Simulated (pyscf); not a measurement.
Optimised with ωB97X-D3(BJ)/def2-SVP in PySCF.

### Question
For the elementary gas-phase step O=Si(Cl)–Cl + ammonia (NH₃) → H₂N–Si(OH)(Cl)–Cl (singlet surface; H–N broken, H–O, N–Si formed), what barrier and reaction energy does ωB97X-D3(BJ)/def2-TZVP give, measured from the separated reactants?

### Answer
ΔE‡ = -1.06 eV, ΔE = -2.88 eV. ωB97M-D3(BJ)/def2-TZVP gives -1.02 eV and -2.81 eV. Zero-point energy shifts the barrier by +0.02 eV. It is an addition across a multiple bond or ene-type step, with an imaginary mode of 1442i cm⁻¹. On the reactant side the descent ends in an adduct with a N–Si contact, 1.69 eV under the separated species and 0.64 eV under the saddle at ωB97X-D3(BJ)/def2-TZVP. On the product side the descent ends in a point that may be a rotor saddle (no frequency run), 0.05 eV over the lowest minimum found and 1.77 eV under the saddle at ωB97X-D3(BJ)/def2-TZVP. At ωB97X-D3(BJ) the saddle lies under the separated reactants, which points to a path from their complex (located at ωB97X-D3(BJ) alone). What is counted as formed (N–Si) is already present as a longer contact in the reactant adduct; forming that adduct is a step of its own. One saddle was located; it need not be the lowest between these sides.
